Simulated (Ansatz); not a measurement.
Born–Oppenheimer molecular dynamics of C$_{3}$H$_{5}$NO (10 atoms, charge 0, multiplicity 1). It starts at the highest image of a converged band. Of that band: Neighbouring images differ by up to 2.9 eV, so the band resolves the path poorly. A vibrational analysis at the climbing image gives one clearly imaginary mode, 1066i cm⁻¹: a first-order saddle point.

Theory: Ansatz 0.2.0, UKS revPBE-D4/def2-SVP.

```
ensemble                      : NVE (velocity Verlet)
time step                     : 0.5 fs
steps asked                   : 200
starting velocities drawn for : 100 K
seed                          : 10644
```

Frames 2.5 fs apart, positions in Å, forces in eV/Å.

Velocities at 10 fs (Å/ps):

```
N 0.81 -1.66 -2.55
C -0.26 -0.24 0.90
C -2.21 -1.10 4.75
C 0.58 2.50 0.06
O 0.40 0.10 -1.12
H 16.24 4.26 -2.39
H -1.48 2.51 -7.18
H 1.76 -4.89 -8.94
H -3.64 4.41 0.14
H -8.04 1.40 3.58
```

```xyz
10
Properties=species:S:1:pos:R:3:forces:R:3 time_fs=10 energy_less_start_eV=0.043 T=58
N -0.477 1.623 0.860 -0.40 -0.26 0.27
C -0.716 0.274 0.799 0.45 0.25 0.40
C 0.156 -0.488 -0.093 -0.19 -0.64 0.16
C 1.146 -0.537 -1.125 0.27 0.20 -0.45
O 0.884 -1.632 -0.131 -0.42 0.24 0.20
H -1.318 2.020 1.314 -0.06 0.16 -0.13
H -1.097 -0.333 1.685 0.16 0.14 -0.46
H -1.532 -0.106 -0.044 0.35 -0.02 -0.03
H 0.850 -0.785 -2.162 0.06 -0.02 0.00
H 2.138 -0.048 -1.005 -0.22 -0.04 0.04
10
Properties=species:S:1:pos:R:3:forces:R:3 time_fs=12.5 energy_less_start_eV=0.030 T=71
N -0.475 1.618 0.854 0.11 -0.52 -0.02
C -0.715 0.275 0.802 0.81 0.90 0.27
C 0.150 -0.492 -0.081 0.05 -0.69 -0.46
C 1.147 -0.530 -1.126 -0.64 -0.05 -0.14
O 0.885 -1.631 -0.133 -0.50 0.27 0.21
H -1.286 2.038 1.308 -0.57 0.29 0.13
H -1.098 -0.325 1.658 -0.17 -0.19 0.12
H -1.516 -0.120 -0.068 0.48 -0.21 -0.20
H 0.842 -0.774 -2.161 0.08 -0.01 0.02
H 2.117 -0.043 -0.995 0.34 0.21 0.08
10
Properties=species:S:1:pos:R:3:forces:R:3 time_fs=15 energy_less_start_eV=-0.022 T=122
N -0.473 1.611 0.848 -0.35 0.02 0.20
C -0.710 0.279 0.806 1.08 0.97 0.42
C 0.144 -0.500 -0.072 0.07 -0.38 -0.87
C 1.146 -0.524 -1.127 -0.73 0.02 0.29
O 0.883 -1.630 -0.135 -0.42 0.09 0.17
H -1.282 2.070 1.307 -0.02 -0.14 -0.14
H -1.109 -0.328 1.637 -0.38 -0.28 0.37
H -1.472 -0.146 -0.104 0.46 -0.41 -0.43
H 0.840 -0.764 -2.160 0.08 -0.03 -0.05
H 2.113 -0.028 -0.980 0.22 0.13 0.02
10
Properties=species:S:1:pos:R:3:forces:R:3 time_fs=17.5 energy_less_start_eV=-0.151 T=247
N -0.473 1.604 0.842 -0.71 0.44 0.24
C -0.700 0.288 0.813 1.27 0.47 1.34
C 0.139 -0.510 -0.066 -0.48 0.29 -0.95
C 1.141 -0.517 -1.127 -0.19 0.27 0.59
O 0.880 -1.628 -0.136 -0.25 -0.24 0.09
H -1.281 2.094 1.298 0.35 -0.44 -0.25
H -1.141 -0.345 1.634 -0.25 0.17 -0.15
H -1.400 -0.198 -0.167 0.54 -0.75 -0.76
H 0.842 -0.756 -2.161 0.06 -0.04 -0.05
H 2.119 -0.005 -0.965 -0.34 -0.17 -0.09
10
Properties=species:S:1:pos:R:3:forces:R:3 time_fs=20 energy_less_start_eV=-0.515 T=599
N -0.476 1.599 0.838 -0.35 0.08 -0.30
C -0.684 0.300 0.827 1.78 0.33 2.35
C 0.131 -0.518 -0.066 -1.77 1.04 -1.00
C 1.135 -0.510 -1.124 -0.03 0.16 0.60
O 0.876 -1.627 -0.136 0.03 -0.57 -0.05
H -1.264 2.096 1.277 -0.13 -0.10 0.21
H -1.187 -0.352 1.623 -0.13 0.54 -0.57
H -1.295 -0.296 -0.276 0.89 -1.29 -1.23
H 0.848 -0.750 -2.165 0.05 -0.01 0.08
H 2.108 0.009 -0.954 -0.34 -0.18 -0.09
10
Properties=species:S:1:pos:R:3:forces:R:3 time_fs=22.5 energy_less_start_eV=-1.368 T=1423
N -0.480 1.594 0.832 -0.12 -0.08 -0.72
C -0.658 0.314 0.852 2.08 0.44 2.44
C 0.114 -0.521 -0.070 -3.44 1.14 -1.73
C 1.129 -0.501 -1.118 -0.18 -0.35 0.65
O 0.872 -1.628 -0.137 0.56 -0.62 -0.15
H -1.253 2.091 1.268 -0.44 0.20 0.62
H -1.243 -0.329 1.580 -0.26 0.49 -0.41
H -1.134 -0.467 -0.453 1.55 -1.36 -0.91
H 0.857 -0.744 -2.164 0.00 0.03 0.15
H 2.079 0.014 -0.949 0.24 0.11 0.05
10
Properties=species:S:1:pos:R:3:forces:R:3 time_fs=25 energy_less_start_eV=-2.266 T=2286
N -0.484 1.589 0.824 -0.48 1.21 -0.31
C -0.623 0.329 0.889 1.16 -0.34 1.12
C 0.080 -0.519 -0.084 -2.91 -0.04 -2.69
C 1.121 -0.494 -1.109 0.30 -0.63 0.99
O 0.870 -1.631 -0.139 1.43 -0.25 -0.02
H -1.264 2.095 1.293 0.30 -0.20 0.34
H -1.314 -0.277 1.515 -0.36 0.19 0.17
H -0.893 -0.713 -0.679 0.16 -0.17 0.23
H 0.865 -0.736 -2.155 -0.03 0.05 0.03
H 2.064 0.025 -0.940 0.43 0.18 0.13
10
Properties=species:S:1:pos:R:3:forces:R:3 time_fs=27.5 energy_less_start_eV=-1.896 T=1931
N -0.491 1.590 0.814 -0.26 2.41 0.13
C -0.583 0.343 0.931 -0.87 -1.96 -0.61
C 0.033 -0.517 -0.111 -1.34 -1.30 -2.96
C 1.116 -0.490 -1.095 1.44 -0.38 1.20
O 0.874 -1.635 -0.140 2.33 0.12 0.37
H -1.258 2.087 1.338 0.68 -0.37 0.04
H -1.402 -0.213 1.459 0.27 0.14 0.46
H -0.648 -0.968 -0.893 -2.22 1.34 1.35
H 0.872 -0.726 -2.145 0.07 0.08 -0.07
H 2.070 0.044 -0.925 -0.09 -0.08 0.10
10
Properties=species:S:1:pos:R:3:forces:R:3 time_fs=30 energy_less_start_eV=-1.118 T=1183
N -0.499 1.600 0.805 0.66 1.65 0.10
C -0.546 0.347 0.971 -2.44 -2.10 -1.99
C -0.021 -0.521 -0.152 -0.43 -2.18 -2.80
C 1.118 -0.489 -1.075 1.67 -0.24 0.90
O 0.886 -1.639 -0.140 2.28 0.53 0.46
H -1.217 2.061 1.389 0.13 0.09 0.26
H -1.474 -0.141 1.429 1.06 0.03 0.60
H -0.526 -1.146 -1.027 -2.89 2.22 2.28
H 0.885 -0.710 -2.138 0.29 0.13 0.04
H 2.072 0.060 -0.903 -0.34 -0.13 0.15
10
Properties=species:S:1:pos:R:3:forces:R:3 time_fs=32.5 energy_less_start_eV=-1.210 T=1271
N -0.503 1.617 0.796 1.18 -0.11 0.26
C -0.521 0.341 1.000 -2.82 -0.69 -3.38
C -0.078 -0.537 -0.207 0.89 -1.95 -1.09
C 1.128 -0.488 -1.050 0.70 -0.66 0.43
O 0.907 -1.640 -0.139 1.35 1.11 0.07
H -1.166 2.040 1.455 -0.16 0.39 0.39
H -1.486 -0.069 1.436 1.09 -0.38 0.89
H -0.573 -1.197 -1.030 -2.59 2.01 1.95
H 0.914 -0.687 -2.128 0.40 0.02 0.16
H 2.057 0.070 -0.872 -0.05 0.26 0.33
10
Properties=species:S:1:pos:R:3:forces:R:3 time_fs=35 energy_less_start_eV=-1.842 T=1880
N -0.504 1.634 0.789 0.70 -1.28 1.16
C -0.510 0.332 1.013 -2.08 0.88 -4.45
C -0.130 -0.561 -0.266 2.67 -0.33 2.08
C 1.141 -0.491 -1.024 -0.43 -0.98 0.08
O 0.932 -1.638 -0.137 -0.09 1.49 -0.45
H -1.121 2.038 1.539 0.38 0.10 -0.33
H -1.437 -0.019 1.497 0.44 -0.87 1.18
H -0.774 -1.133 -0.924 -2.05 0.63 0.27
H 0.967 -0.664 -2.110 0.41 -0.20 0.02
H 2.038 0.096 -0.821 0.04 0.58 0.43
10
Properties=species:S:1:pos:R:3:forces:R:3 time_fs=37.5 energy_less_start_eV=-2.192 T=2216
N -0.501 1.645 0.786 0.39 -2.10 1.52
C -0.510 0.327 1.003 -1.56 1.70 -4.12
C -0.169 -0.587 -0.317 1.79 0.14 3.32
C 1.152 -0.498 -0.997 -0.63 -0.35 -0.30
O 0.957 -1.630 -0.137 -1.46 1.22 -0.61
H -1.054 2.043 1.605 0.54 -0.05 -0.73
H -1.357 -0.020 1.625 0.58 -0.87 0.75
H -1.087 -1.025 -0.792 0.49 0.35 0.04
H 1.044 -0.652 -2.091 0.40 -0.34 -0.12
H 2.018 0.153 -0.747 -0.53 0.29 0.26
```

Of the whole run (100 fs, mean temperature of the second half 1654 K): The conserved energy stayed within 0.92 meV per atom of its start (net change 0.06 meV per atom), so the integration is sound. The kinetic energy rose, since the run started high on the potential surface and went downhill. A run of 0.1 ps of so small a system gives no equilibrium averages. The orbitals were unrestricted but ended closed-shell.

Run time: 4.7 min on 2 threads of INTEL(R) XEON(R) PLATINUM 8581C CPU @ 2.30GHz (Emerald Rapids), on a shared host, peak memory 0.23 GiB.
